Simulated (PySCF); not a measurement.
## Multinuclear NMR of butyric acid

Geometry:
```csv
atom,x (Å),y (Å),z (Å)
C1,-1.788,-0.297,0.779
C2,-0.534,0.534,0.579
C3,0.541,-0.229,-0.169
C4,1.787,0.571,-0.410
O5,1.977,1.704,-0.059
O6,2.709,-0.139,-1.087
H7,-2.558,0.271,1.305
H8,-2.209,-0.619,-0.177
H9,-1.581,-1.196,1.366
H10,-0.768,1.451,0.031
H11,-0.136,0.858,1.544
H12,0.179,-0.577,-1.143
H13,0.834,-1.138,0.369
H14,3.474,0.443,-1.199
```

PySCF calculation with σ from GIAO-B97-2/pcSseg-2 and PBE0-D3(BJ)/def2-TZVP geometry; gas phase, non-relativistic, one conformer, equivalent nuclei averaged.

**Question.** Where does $^{17}$O resonate?

**Answer.** 
```json
{"atoms": "O5", "environment": "carbonyl oxygen", "σ (ppm)": "-89.0", "δ (ppm)": "358.3"}
{"atoms": "O6", "environment": "acid hydroxyl oxygen", "σ (ppm)": "123.7", "δ (ppm)": "156.9"}
```

Shieldings were converted by a linear fit to measured shifts: $^{17}$O (scatter 12.2 ppm rms vs liquid water, solution or neat liquid). A few per cent of atoms miss by over 2 rms, more outside the fitted compound classes.

On a 600 MHz spectrometer $^{17}$O resonates near 81.3 MHz, so 1 ppm is 81.3 Hz.

In solution the two oxygens of a carboxylic acid exchange roles by proton transfer and give one 17O line. Hydrogen bonding in solution shields acid and N–H amide carbonyl oxygens by tens of ppm.
